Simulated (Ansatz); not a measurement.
**H₃MgNS: basis-set convergence**

How large a basis does H₃MgNS need? Two functionals are run in growing sets.

Program: Ansatz 0.2.0, Gaussian basis. Level of theory: one geometry, several basis sets. These are calculated values, not measurements.

The runs, in order: PBE0-D4/def2-SVP; ωB97M-V/def2-SVP; PBE0-D4/def2-QZVPP; ωB97M-V/def2-QZVPP; the functionals' def2-TZVPP values are taken from earlier runs.

### 1 The geometry

An earlier PBE0-D4 in a triple-zeta def2 set relaxation fixed the geometry.

SMILES `[NH2][Mg][SH]`, 6 atoms, charge 0, spin multiplicity 1.

Atoms are counted from 1 here; the program's logs count them from 0.

Bond lengths: N1–Mg2 1.879 Å, N1–H4 1.009 Å, N1–H5 1.009 Å, Mg2–S3 2.290 Å, S3–H6 1.345 Å. Angles: Mg2–N1–H4 126.4°, Mg2–N1–H5 126.4°, H4–N1–H5 107.3°, N1–Mg2–S3 179.2°, Mg2–S3–H6 92.8°.

### 2 PBE0-D4 in def2-SVP

File in.yaml:

```yaml
crystal:
  periodic: [false, false, false]
  atoms:
    - {symbol: N, position_ang: [-1.031810, 0.193615, -1.115534]}
    - {symbol: Mg, position_ang: [0.046809, -0.000548, 0.410918]}
    - {symbol: S, position_ang: [1.337681, -0.230542, 2.288584]}
    - {symbol: H, position_ang: [-1.178540, 1.042636, -1.640326]}
    - {symbol: H, position_ang: [-1.568292, -0.532780, -1.565326]}
    - {symbol: H, position_ang: [2.436152, -0.536382, 1.575483]}
basis:
  gaussian: {orbitals: def2-SVP}
hamiltonian: {xc: pbe0, dispersion: d4}
output: {orbitals: {seedname: orbitals}}
```

Started as:

```console
> ansatz run in.yaml --threads 2 --pin off --events-out ev --progress --plain --max-ram 22528MiB --backend cpu
```

The runs that follow: ωB97M-V in def2-SVP; PBE0-D4 in def2-QZVPP; ωB97M-V in def2-QZVPP.

Q: Predict the results of all the runs planned. Wanted: PBE0-D4: double and triple zeta above quadruple; ωB97M-V: double and triple zeta above quadruple.

**Answer**, as computed:

| quantity | value |
| --- | --- |
| PBE0-D4: double and triple zeta above quadruple | 8.30, 0.70 eV |
| ωB97M-V: double and triple zeta above quadruple | 8.27, 0.66 eV |

For PBE0-D4 the step from double to triple zeta gains 7.60 eV and the next only 0.70 eV. These are total energies; as a rule much of such shifts cancels in differences, which this series doesn't test.
